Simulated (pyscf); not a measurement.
Elementary routes open to F–GeH₂• + H₂ in the gas phase (doublet surface):
A. F–GeH₃ + H• (H–H broken; Ge–H formed)
B. GeH₃• + HF (F–Ge, H–H broken; Ge–H, F–H formed)

Single points on ωB97X-D3(BJ)/def2-SVP structures (PySCF, gas phase).

Q: Rank the routes by free-energy barrier at 600 K, lowest first, for ωB97M-D3(BJ)/def2-TZVP energies (ideal gas, 1 atm, RRHO with modes under 100 cm⁻¹ raised to 100, one conformer, R ln 2 for chiral ones without a mode under 150 cm⁻¹).

A: A (36.1 kcal/mol), B (55.2 kcal/mol)

Route A is the fastest of these, ahead of the next by 19.0 kcal/mol. The most stable products are those of B (ΔG = +9.8 kcal/mol), whose barrier is 19.0 kcal/mol higher: the kinetic and the thermodynamic product differ. At 1200 K A is still the fastest. Only these routes are compared; each barrier is that of the saddle found, and lower ones may exist. Elements up to Kr have no core potential and no relativistic terms here.
